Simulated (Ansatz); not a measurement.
C3H4O2S, SMILES `OC1(O)C=CS1` at its PBE0-D4/def2-TZVP geometry, where that method's forces vanish. Charge 0, multiplicity 1.

```xyz
10

O     0.1981   -1.6201    0.5501
C    -0.2737   -0.3375    0.3878
O    -1.4993   -0.2516    0.9519
C    -0.1880    0.3002   -0.9733
C     0.6971    1.2615   -0.7266
S     1.0412    1.0052    0.9799
H     1.1234   -1.6381    0.2826
H    -1.4911   -0.7681    1.7668
H    -0.7342    0.0185   -1.8642
H     1.1266    2.0299   -1.3549
```

Question: What forces (eV/Å) does PBE-D4/def2-TZVPP give on these atoms in the Gaussian-basis code of Ansatz? (Estimate.)

Answer: The calculation gave: 
```
O1  -0.207 -0.598  0.204
C2  -0.055  0.050 -0.244
O3  -0.577  0.302 -0.155
C4  -0.373 -0.323 -0.232
C5   0.310  0.357  0.049
S6   0.458  0.368  0.408
H7   0.460 -0.013 -0.122
H8  -0.003 -0.249  0.406
H9  -0.123 -0.065 -0.194
H10  0.109  0.171 -0.118
```
